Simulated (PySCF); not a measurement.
# HCl⁻ under other conditions

How does HCl⁻ answer to another spin, charge, distance or environment?

Method: method and basis as typed in the scripts; program: PySCF 2.14.0.

2 further runs of the same task are left out: 2 that didn't finish.

### Step 1. The starting structure

HCl⁻: 2 atoms, charge -1, spin multiplicity 2.

Bond lengths: H1–Cl2 1.390 Å.

### Step 2. The run that the others are compared with

File input.py:

```python
from pyscf import gto, scf

mol = gto.M(
    atom='H 0 0 0; Cl 0 0 1.39',
    basis='6-311++g**',
    charge=-1,
    spin=1,
    verbose=4,
)
mf = scf.UHF(mol)
mf.kernel()
mf.nuc_grad_method().kernel()
mf.dip_moment()
print('orbital energies (hartree):', [e[max(0, n-3):n+3].round(4) for e, n in zip(mf.mo_energy, mol.nelec)])
```

Launch:

```
OMP_NUM_THREADS=1 python input.py
```

Its log is not repeated here.

It gives: E(SCF) = -460.055732 Eh, 12 cycles, ⟨S²⟩ = 0.751, gradient on the second atom 0.0259 Eh/bohr.

The bond length is a typed value, not an optimised one. The dipole of an ion depends on the origin.

### Step 3. Bond 1.737 Å

Run 1 changes bond length: 1.39 Å → 1.737 Å.

File input.py:

```python
from pyscf import gto, scf

mol = gto.M(
    atom='H 0 0 0; Cl 0 0 1.737',
    basis='6-311++g**',
    charge=-1,
    spin=1,
    verbose=4,
)
mf = scf.UHF(mol)
mf.kernel()
mf.nuc_grad_method().kernel()
mf.dip_moment()
print('orbital energies (hartree):', [e[max(0, n-3):n+3].round(4) for e, n in zip(mf.mo_energy, mol.nelec)])
```

Launch:

```
OMP_NUM_THREADS=1 python input.py
```

### Step 4. Bond 1.557 Å

Run 2 changes bond length: 1.39 Å → 1.557 Å.

input.py: that of step 2 with these lines changed.

```diff
@@ -3,3 +3,3 @@
 mol = gto.M(
-    atom='H 0 0 0; Cl 0 0 1.39',
+    atom='H 0 0 0; Cl 0 0 1.557',
     basis='6-311++g**',
```

### Step 5. Bond 2.085 Å

Run 3 changes bond length: 1.39 Å → 2.085 Å.

input.py: that of step 2 with these lines changed.

```diff
@@ -3,3 +3,3 @@
 mol = gto.M(
-    atom='H 0 0 0; Cl 0 0 1.39',
+    atom='H 0 0 0; Cl 0 0 2.085',
     basis='6-311++g**',
```

**Question.** What will these runs give? Wanted: for each run, E(SCF); from base; gap, α spin.

As calculated:

| run | E(SCF) (hartree) | from base (eV) | cycles | gap, α spin (eV) |
| --- | --- | --- | --- | --- |
| base | -460.055732 | 0 | 12 | 5.64 |
| bond 1.737 Å | -460.049581 | +0.1674 | 11 | 7.68 |
| bond 1.557 Å | -460.047839 | +0.2148 | 13 | 6.91 |
| bond 2.085 Å | -460.058843 | -0.0847 | 11 | 9.15 |

In words: The highest filled level of this anion is positive: the basis lacks diffuse functions or the electron is not bound, so these numbers hang on the basis. The largest comparable shift of the SCF energy, +0.215 eV, comes with the run “bond 1.557 Å”. With bond 1.737 Å the frontier gap moves by over 1.5 eV, which can mean another electronic state rather than the bond length alone. With bond 2.085 Å the frontier gap moves by over 1.5 eV, which can mean another electronic state rather than the bond length alone.
